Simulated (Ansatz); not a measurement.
# CH₄NSi− (SMILES C=[SiH][NH-]): single points off equilibrium

An exercise on one series of results from a longer session: the logs are not shown, and one member is left open.

The runs use Ansatz 0.2.0, Gaussian basis; single points in def2-TZVPPD.

Cores are frozen in the correlated methods. B3LYP uses VWN-RPA correlation.

## Where the work starts

7 atoms, charge -1, spin multiplicity 1.

Atoms are counted from 1 here; the program's logs count them from 0.

Bond lengths: C1–Si2 1.743 Å, C1–H4 1.084 Å, C1–H5 1.082 Å, Si2–N3 1.630 Å, Si2–H6 1.518 Å, N3–H7 1.082 Å. Angles: Si2–C1–H4 120.8°, Si2–C1–H5 124.0°, H4–C1–H5 115.2°, C1–Si2–N3 131.4°, C1–Si2–H6 106.2°, N3–Si2–H6 122.4°, Si2–N3–H7 114.9°.

As a file:

```xyz
7

C    -1.08460    0.45450   -0.65430
Si    0.29080   -0.03200    0.29950
N     1.28320   -1.31950    0.18230
H    -1.44160   -0.16360   -1.47050
H    -1.65330    1.35750   -0.47790
H     0.47850    1.04620    1.35170
H     2.07890   -1.34920    0.91540
```

The first run:

run/in.yaml reads:

```yaml
crystal:
  periodic: [false, false, false]
  atoms:
    - {symbol: C, position_ang: [-1.084600, 0.454500, -0.654300]}
    - {symbol: Si, position_ang: [0.290800, -0.032000, 0.299500]}
    - {symbol: N, position_ang: [1.283200, -1.319500, 0.182300]}
    - {symbol: H, position_ang: [-1.441600, -0.163600, -1.470500]}
    - {symbol: H, position_ang: [-1.653300, 1.357500, -0.477900]}
    - {symbol: H, position_ang: [0.478500, 1.046200, 1.351700]}
    - {symbol: H, position_ang: [2.078900, -1.349200, 0.915400]}
basis:
  gaussian: {orbitals: "def2-TZVPPD.json"}
total_charge: -1
correlation: {method: ccsd_t}
output: {forces: true}
```

The basis file named in the input lies beside it (Basis Set Exchange, JSON).

The command line of these runs was not kept.

Among the steps run: CCSD(T)/def2-TZVPPD; PBE0-D4/def2-TZVPPD; wB97M-V/def2-TZVPPD; r2SCAN-D4/def2-TZVPPD; PBE-D4/def2-TZVPPD; B3LYP-D4/def2-TZVPPD; BLYP-D4/def2-TZVPPD.

One table of the session follows, with a row left open; its other results are not shown here.

```
   method  RMS force component (eV/Å)  angle to CCSD(T) forces (°)
  CCSD(T)                       0.852                    reference
  PBE0-D4                           ?                            ?
  wB97M-V                       0.839                         11.5
r2SCAN-D4                       0.824                          5.6
   PBE-D4                       0.804                          7.8
 B3LYP-D4                       0.829                          6.9
  BLYP-D4                       0.804                          6.5
```

Estimate the missing values for PBE0-D4.

The run gave: RMS force component (eV/Å): 0.837; angle to CCSD(T) forces (°): 9.5. In the column «RMS force component (eV/Å)» it lies between B3LYP-D4 (0.829) and wB97M-V (0.839).
